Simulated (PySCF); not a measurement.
H6Si2, charge +1, multiplicity 2. Atoms are numbered in the order given.

```xyz
8

Si     0.0000     0.0000    -1.3481
Si     0.0000     0.0000     1.3481
H     -1.2747    -0.7164    -1.5477
H      1.2578    -0.7457    -1.5477
H      0.0169     1.4621    -1.5477
H     -1.2747     0.7164     1.5477
H      1.2578     0.7457     1.5477
H      0.0169    -1.4621     1.5477
```
Charge +1, spin multiplicity 2.

The structure is a stationary point at PBE0-D3(BJ)/def2-TZVP. The multiplicity is an assumed one; other spin states were not compared.

Calculation: M06-2X/def2-TZVPD in PySCF.

Mulliken values depend strongly on the basis, most of all with diffuse functions as here. ESP charges are fitted to the potential on shells at 1.4 to 2.0 van der Waals radii. Atomic charges (e):

```json
[
 {"atom": "Si1", "Mulliken": "0.21", "ESP fit": "0.48", "meta-Löwdin": "0.53", "Mulliken spin": "0.43"},
 {"atom": "Si2", "Mulliken": "0.21", "ESP fit": "0.48", "meta-Löwdin": "0.53", "Mulliken spin": "0.43"},
 {"atom": "H3", "Mulliken": "0.10", "ESP fit": "0.01", "meta-Löwdin": "-0.01", "Mulliken spin": "0.02"},
 {"atom": "H4", "Mulliken": "0.10", "ESP fit": "0.01", "meta-Löwdin": "-0.01", "Mulliken spin": "0.02"},
 {"atom": "H5", "Mulliken": "0.10", "ESP fit": "0.01", "meta-Löwdin": "-0.01", "Mulliken spin": "0.02"},
 {"atom": "H6", "Mulliken": "0.10", "ESP fit": "0.01", "meta-Löwdin": "-0.01", "Mulliken spin": "0.02"},
 {"atom": "H7", "Mulliken": "0.10", "ESP fit": "0.01", "meta-Löwdin": "-0.01", "Mulliken spin": "0.02"},
 {"atom": "H8", "Mulliken": "0.10", "ESP fit": "0.01", "meta-Löwdin": "-0.01", "Mulliken spin": "0.02"}
]
```
